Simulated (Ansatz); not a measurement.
# Β-hydrogen elimination

Start structure (CH$_{5}$BO, singlet), relaxed at PBE0-D4/def2-TZVP:

| atom | x (Å) | y (Å) | z (Å) |
| --- | --- | --- | --- |
| B1 | -1.3095 | -0.2378 | 0.2223 |
| O2 | -0.1075 | -0.7141 | -0.1250 |
| C3 | 1.0399 | 0.1085 | -0.1931 |
| H4 | 0.8024 | 1.1433 | 0.0694 |
| H5 | -1.4446 | 0.9277 | 0.4905 |
| H6 | -2.2146 | -1.0198 | 0.2489 |
| H7 | 1.4404 | 0.0718 | -1.2079 |
| H8 | 1.7935 | -0.2794 | 0.4949 |

The step: CH₅BO ([BH2][O][CH3]) → CH₂O ([CH2][O]) + BH₃ (still joined by a long B–O bond); bonds formed: B1–H4; bonds broken: C3–H4; bonds weakened to dative contacts: B1–O2. Program: Ansatz 0.2.0. Basis: def2-TZVPP and def2-QZVPP. Cores are frozen in the correlated methods. Extrapolation: Hartree–Fock as exp(−7.88 √X), correlation as X^−2.97. Energies below are by CCSD(T) at an estimated basis limit (MP2 extrapolated from triple and quadruple zeta, plus CCSD(T) − MP2 in triple zeta).

Problem. What are the electronic barrier and the energy of the step, from the start structure to the end structure? (An estimate is asked for; the value comes from the calculation.)

Solution. The calculation gives: Barrier 257.5 kJ/mol; step energy 192.9 kJ/mol (uphill); reverse barrier, their difference, 64.5 kJ/mol. Barrier and step energy count from the start structure, the reverse barrier from the end structure.

The saddle point: One imaginary mode of 453i cm⁻¹.
| pair | start (Å) | saddle (Å) | end (Å) |
| --- | --- | --- | --- |
| B1–H4 | 2.53 | 1.23 | 1.21 |
| B1–O2 | 1.34 | 1.73 | 1.60 |
| C3–H4 | 1.09 | 2.16 | 2.57 |

Zero-point energy (harmonic, PBE0-D4): ZPE is 167.5 kJ/mol at the start and 153.2 kJ/mol at the saddle, so the barrier goes from 257.5 to 243.2 kJ/mol.

First-order rate constant out of the start structure at 898 K by transition-state theory, with harmonic vibrational free energies alone and no tunnelling: ΔA‡ = 246.5 kJ/mol, so k = (kB T/h) exp(−ΔA‡/kB T) ≈ 10^-1 s⁻¹ (an order of magnitude at best: rotation, the number of equivalent paths and anharmonicity are left out).

The T1 diagnostic stays at or below 0.020.

Labels in which every atom is bracketed show which atoms are joined, not bond orders.

For scale, one of the runs: CCSD(T)/def2-TZVPP, 163 basis functions, launched by `ansatz run in.yaml --threads 2 --pin off --events-out ev --progress --plain --max-ram 4352MiB`. Hardware: 2 CPU threads of an Arm Neoverse V2, shared host. Wall time 18 s; peak host memory 1.3 GiB.
